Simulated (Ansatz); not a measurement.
# C2H6NO: the cost of one run

All numbers below are computed with Ansatz 0.2.0 (RKS PBE0/cc-pVDZ).

1 further run of the same task is left out (it didn't finish).

### 1 The starting structure

Bond lengths: C1–N2 1.256 Å, N2–C3 1.401 Å, C3–O4 1.503 Å, C1–H5 1.087 Å, C1–H6 1.080 Å, C3–H7 1.096 Å, C3–H8 1.096 Å, O4–H9 0.986 Å, O4–H10 0.986 Å. Angles: C1–N2–C3 126.1°, N2–C1–H5 124.9°, N2–C1–H6 117.2°, H5–C1–H6 117.9°, N2–C3–O4 105.2°, N2–C3–H7 115.3°, N2–C3–H8 115.4°, O4–C3–H7 104.8°, O4–C3–H8 104.8°, H7–C3–H8 110.0°, C3–O4–H9 108.1°, C3–O4–H10 108.2°, H9–O4–H10 107.9°.

Coordinates:

```xyz
10

C    -0.8457    1.5191   -0.3488
N    -0.5804    0.3564    0.0439
C     0.6534   -0.2964   -0.0799
O     0.4435   -1.6565    0.5248
H    -0.1423    2.1839   -0.8436
H    -1.8493    1.8811   -0.1797
H     1.4754    0.1430    0.4969
H     0.9803   -0.4940   -1.1072
H    -0.2878   -2.1004    0.0350
H     0.1528   -1.5361    1.4588
```

### 2 End point A

input.yaml

```yaml
crystal:
  periodic: [false, false, false]
  atoms:
    - { symbol: C, position_ang: [-0.8457, 1.51908, -0.34879] }
    - { symbol: "N", position_ang: [-0.58037, 0.3564, 0.04387] }
    - { symbol: C, position_ang: [0.65342, -0.29642, -0.07995] }
    - { symbol: O, position_ang: [0.44347, -1.65654, 0.5248] }
    - { symbol: H, position_ang: [-0.1423, 2.18392, -0.84363] }
    - { symbol: H, position_ang: [-1.84925, 1.88106, -0.17971] }
    - { symbol: H, position_ang: [1.47539, 0.143, 0.49689] }
    - { symbol: H, position_ang: [0.98032, -0.494, -1.10718] }
    - { symbol: H, position_ang: [-0.28778, -2.10038, 0.03496] }
    - { symbol: H, position_ang: [0.1528, -1.53612, 1.45876] }
total_charge: 1
basis:
  gaussian: { orbitals: cc-pVDZ }
hamiltonian:
  xc: pbe0
relax:
  f_tol: 0.02
  max_steps: 50
output:
  orbitals: {}
```

Started as:

```
$ ansatz run input.yaml --threads 2 --pin off --max-ram 3072MiB --backend cpu --events-out ev --progress --plain --runs-dir out
```

What time and memory should one allow on 2 threads of Intel Xeon Platinum 8259CL at 2.50GHz (Skylake/Cascade Lake), shared host?

About 14 s, with a peak of 0.18 GiB.
